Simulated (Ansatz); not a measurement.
A calculation with Ansatz (development build ahead of 0.2.0).

```yaml
crystal:
  periodic: [false, false, false]
  atoms:
    - { symbol: O, position_ang: [0.0, 0.0, -0.1075] }
    - { symbol: H, position_ang: [0.0, 0.75478, 0.43001] }
    - { symbol: H, position_ang: [0.0, -0.75478, 0.43001] }
basis:
  gaussian: { orbitals: cc-pVTZ }
total_charge: 1
magnetization:
  spin_polarized: true
  initial_magnetization: 1
hamiltonian:
  xc: hf
```

The input is written out in the form of the current development build from the run's settings.

Results

```
Converged                       : yes
Total energy                    : -75.65250 hartree
Spin squared of the determinant : 0.756
```
